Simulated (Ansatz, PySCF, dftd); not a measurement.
System: C₄H₄O, charge 0, singlet. C4H4O (SMILES c1occc1).
B3LYP-D3(BJ)/def2-TZVP minimum from Ansatz (a first-principles code):
```xyz
9

O      0.0070    -0.0094     1.1564
C      0.0100     1.0912     0.3549
C     -0.0058    -1.0968     0.3372
C     -0.0006     0.7240    -0.9496
C     -0.0110    -0.7085    -0.9611
H      0.0199     2.0414     0.8581
H     -0.0098    -2.0550     0.8251
H     -0.0010     1.3840    -1.8002
H     -0.0209    -1.3546    -1.8223
```
Charge 0, spin multiplicity 1.

Wanted: enthalpy of formation at 298 K (by atomisation, with rigid-rotor harmonic-oscillator terms from PySCF's Hessian at B3LYP-D3(BJ)/def2-TZVP and the atoms' measured values of the G2/97 table; no spin-orbit terms), in kJ/mol. UHF or UKS for unpaired electrons; spin-orbit terms are left out. Cores are frozen in correlated methods. Rows without X2C or -DK are non-relativistic. CBS(X,Y): correlation extrapolated as X^-3, Hartree-Fock from the larger set. A bracket is a step between two methods taken in the basis named. The functionals are non-relativistic, so their misses hold any scalar relativity. Double hybrids freeze cores in their MP2 part. '+ core + X2C': CCSD(T) terms for core correlation (cc-pwCVTZ) and scalar relativity (cc-pVTZ-DK). Where a partner has so few electrons that a lower coupled-cluster level is exact, that level stands in. The restricted determinant of C4H4O (c1ccoc1, singlet) is unstable towards broken spin symmetry in at least one set run.

Measured: -8.3 kcal/mol, -34.7 kJ/mol (G2/97 table in ASE (Curtiss et al.)); atomic spin-orbit terms, which the calculations lack, would raise the computed values.

**Question.** Rank these levels by their absolute error against that value, smallest first: CCSD/cc-pVDZ (Ansatz); wB97M-V/def2-TZVPD (Ansatz); HF/cc-pVDZ (Ansatz); CCSD(T)/cc-pVDZ (Ansatz); r2SCAN-D3(BJ)/def2-TZVPD (Ansatz + dftd3).

**Answer.** wB97M-V/def2-TZVPD (-43.5 kJ/mol, error -8.8), r2SCAN-D3(BJ)/def2-TZVPD (-62.3 kJ/mol, error -27.6), CCSD(T)/cc-pVDZ (295.9 kJ/mol, error 330.6), CCSD/cc-pVDZ (360.4 kJ/mol, error 395.1), HF/cc-pVDZ (1216.7 kJ/mol, error 1251.4)
